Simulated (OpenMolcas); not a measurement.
**O2 (oxygen): ROHF/pc-1**

We compute a single-point energy of O2 (oxygen). 

The results are computed with OpenMolcas 26.06.

## (1) The system as given

The species is O2 (2 atoms), typed as a triplet with charge 0. As SMILES, `O=O`. Geometry: relaxed at PBE0-D4/def2-TZVP.

Bond lengths: O1–O2 1.193 Å.

## (2) The energy at ROHF/pc-1

File input.xyz:

```xyz
2

O      0.509550    -0.164850     0.262450
O     -0.509550     0.164850    -0.262450
```

File step1.inp:

```
&GATEWAY
  Coord
  input.xyz
  Basis
  pc-1
  Group
  NoSym

&SEWARD

&SCF
  UHF
  Spin
  3
  PrOrbitals
  1 1

&RASSCF
  FileOrb
  $Project.UnaOrb
  Spin
  3
  Nactel
  2 0 0
  Inactive
  7
  Ras2
  2
  OutOrbitals
  Canonical
  OrbListing
  Nothing
```

On the command line:

```bash
export MOLCAS_MEM=1860
pymolcas step1.inp > step1.log
```

**Question.** What will come out? Wanted: total energy; dipole moment.

Computed results:

Level: ROHF/pc-1.

```
     quantity          value
 total energy  -149.54975 Eh
dipole moment         0.00 D
```
